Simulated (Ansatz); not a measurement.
Process, species as SMILES: B(F)(F)F → F[B]F + F atom
B3LYP-D3(BJ)/def2-TZVP geometries, fixed; electronic energies without zero-point terms.

Basis-set convergence of the bond dissociation energy at MP2 with Ansatz (an electronic-structure program). All functions are spherical. Cores are frozen. Open shells are unrestricted. No added dispersion term, no relativity. Functions are those of the species that has most. Reference: Hartree-Fock in aug-cc-pVQZ plus the correlation part extrapolated as X^-3 from aug-cc-pVTZ and aug-cc-pVQZ, 180.90 kcal/mol, itself unsure by roughly 0.46 kcal/mol (a third of the extrapolation step and of the last Hartree-Fock step). Deviations are taken from unrounded values.

```
basis            functions  bond dissociation energy (kcal/mol)  minus reference (kcal/mol)
---------------  ---------  -----------------------------------  --------------------------
STO-3G                  20                               138.66                      -42.24
pcseg-1                 56                               170.80                      -10.10
6-311+G**               88                               169.41                      -11.49
def2-SVPD               89                               173.82                       -7.08
6-311++G(2d,2p)        108                               173.45                       -7.45
pcseg-2                120                               177.54                       -3.36
def2-TZVPP             124                               176.98                       -3.92
def2-TZVPPD            157                               176.68                       -4.22
aug-cc-pVTZ            184                               177.64                       -3.26
cc-pVQZ                220                               179.34                       -1.56
def2-QZVPP             228                               179.00                       -1.90
aug-cc-pVQZ            320                               179.53                       -1.37
aug-pcseg-3            340                               180.03                       -0.87
```
